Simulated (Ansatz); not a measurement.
**Other spins and charges of Ge–PH$_{2}$, quartet at one geometry**

Geometry (PBE0/def2-TZVP stationary point for this spin, not checked as a minimum):

```xyz
4

Ge    0.0000    0.0000    0.8205
P     0.0000    0.0000   -1.7495
H     0.0000    1.0658   -2.6836
H     0.0000   -1.0658   -2.6836
```

Basis cc-pVDZ; Ansatz 0.2.0. Only valence electrons are correlated (noble-gas cores and the filled d shells of p-block atoms frozen). R marks a restricted (for open shells ROHF) determinant, U an unrestricted one. Active spaces: valence = (11e, 10o) chosen from the atoms' valence shells. No spin–orbit coupling is included, and no scalar relativity.

Gaps are energies of the second state less the first, at fixed atoms, for a selection of the levels run; each method lands on the state that its own search finds for that charge and spin.

Unrestricted rows (U, and Kohn–Sham where it breaks symmetry) aren't spin-pure: their determinants' ⟨S²⟩ exceeds S(S+1) by up to 0.70, so they mix in states of higher spin. For open shells CISD is restricted-active-space CI with the open shells as a complete middle space. A value is left out where its run failed or describes another state than the reference as far as symmetry and spin tell, or, spin-broken singlets apart, can't be checked.

Removing an electron, to the triplet: 6.444 eV at UCCSDT(Q).

```
                   level  gap (eV)  error (meV)
                     UHF     6.208         -236
                    UMP2     6.445            1
                UCCSD(T)     6.446            2
                  UCCSDT     6.444            0
MRCISD+Q (valence space)     6.433          -11
                  r2SCAN     6.770          326
                    PBE0     6.666          222
                 r2SCANh     6.788          344
               CAM-B3LYP     6.590          146
                  B2PLYP     6.458           14
```

Doublet less quartet: -1.331 eV at UCCSDT(Q).

```csv
level,gap (eV),error (meV),⟨S²⟩ where 0.1 over S(S+1) (first / second)
UMP2,-0.911,420,– / 1.45
UCCSD,-1.136,195,– / 1.45
UCCSD(T),-1.244,87,– / 1.45
BCCD(T),-1.283,48,– / –
UCCSDT,-1.305,26,– / 1.45
CASSCF (valence space),-1.297,34,– / –
MRCISD (valence space),-1.333,-2,– / –
PBE,-1.518,-187,– / –
r2SCANh,-1.243,88,– / 0.87
RPA-PBE,-1.455,-124,– / –
```

Removing an electron, to the quintet: 9.881 eV at UCCSDT(Q).

```csv
level,gap (eV),error (meV)
UHF,8.991,-890
UMP2,9.762,-119
CISD,9.738,-143
UCCSD,9.876,-5
UCCSD(T),9.884,3
BCCD(T),9.895,14
UCCSDT,9.880,-1
CASSCF (valence space),8.876,-1005
NEVPT2 (valence space),9.714,-167
NEVPT4(SD) (valence space),9.930,49
MRCISD (valence space),9.789,-92
MRCISD+Q (valence space),9.925,44
PBE,10.354,473
r2SCAN,10.254,373
PBE0,10.338,457
B3LYP,10.525,644
CAM-B3LYP,10.534,653
wB97M-V,10.428,547
B2PLYP,10.248,367
RPA-PBE,10.122,241
```

In so small a basis the reference is far from its limit while semilocal and hybrid functionals are nearer theirs (RPA and double hybrids share part of the reference's basis error), so the functionals' errors here hold much of the reference's basis and frozen-core error, which can add to them or hide them.

Full CI isn't at hand for all of this; UCCSDT(Q) serves as the reference, and is uncertain by the last step of the cluster series or more. The frozen core follows each run's orbitals, which can shift R against U totals by a few meV for light atoms and by up to 0.1 eV past Ca.
